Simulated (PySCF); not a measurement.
C2H6S. Atoms are numbered in the order given.

```xyz
9

C     -1.4669     0.7824    -0.2302
C     -0.5562    -0.4185    -0.4310
S      1.0706    -0.2695     0.3929
H     -2.4354     0.6106    -0.7073
H     -1.0313     1.6814    -0.6698
H     -1.6322     0.9739     0.8303
H     -0.9936    -1.3156     0.0096
H     -0.3975    -0.6250    -1.4893
H      1.4979     0.8038    -0.2935
```
Charge 0, spin multiplicity 1.

The structure is a stationary point at B3LYP-D3(BJ)/def2-TZVP. Other conformers were not sampled.

These are PBE/def2-TZVPD run with PySCF values and carry that method's errors.

Mulliken values depend strongly on the basis, most of all with diffuse functions as here. Atomic charges (e):

```tsv
atom	Mulliken	meta-Löwdin
C1	-0.68	-0.35
C2	-0.14	-0.25
S3	-0.32	-0.11
H4	0.20	0.12
H5	0.22	0.12
H6	0.21	0.12
H7	0.16	0.13
H8	0.22	0.12
H9	0.12	0.09
```
